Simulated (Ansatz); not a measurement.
Complex (SMILES): O (H2O) with FCl (F-Cl), atoms 1 to 3 the first; geometry from NCB31 set, monomers rigid:
```xyz
5

O      2.2398     0.0000    -0.0882
H      2.6009     0.7620     0.3771
H      2.6011    -0.7617     0.3772
Cl    -0.3159    -0.0001    -0.0169
F     -1.9723     0.0001     0.0266
```

Basis-set convergence of the counterpoise-corrected interaction energy at PBE with Ansatz (an electronic-structure program). Cartesian d functions, on some or all atoms, in 6-31G*, 6-31G**, 6-311G**; all else is spherical. The program fits the integrals of some runs and decomposes those of others, by size. No added dispersion term, no relativity. Functions are those of the species that has most. Reference: the value in aug-pcseg-3, -6.93 kcal/mol. Deviations are taken from unrounded values.

```csv
basis,functions
STO-3G,21
3-21G,35
6-31G,35
pcseg-0,35
def2-SV(P),50
6-31G*,53
def2-SVP,56
pcseg-1,56
6-31G**,59
6-311G**,75
def2-TZVP,111
pcseg-2,122
def2-TZVPP,132
def2-QZVPP,244
pcseg-3,250
pcseg-4,429
```

Task: Which is the smallest set listed that can be trusted to 0.2 kcal/mol here, that is, within that of the reference together with its larger relatives (same family, alike in diffuse functions; a set with none to test it counts only in the reference's own line)?

Result: The smallest set listed that lies within 0.2 kcal/mol of the reference with all its larger relatives (same family, alike in diffuse functions; a set with none counts only in the reference's own line) is pcseg-2 (122 functions, -0.14 kcal/mol off). Inside the window by cancellation, since a larger relative falls out: 3-21G. Inside, with no larger relative to test it: def2-QZVPP. Value minus reference: STO-3G 5.79, 3-21G -0.09, 6-31G -0.83, pcseg-0 -0.53, def2-SV(P) -1.58, 6-31G* -1.14, def2-SVP -1.13, pcseg-1 -1.44, 6-31G** -0.93, 6-311G** -1.86, def2-TZVP -0.46, pcseg-2 -0.14, def2-TZVPP -0.33, def2-QZVPP -0.10, pcseg-3 0.04, pcseg-4 -0.01 kcal/mol.
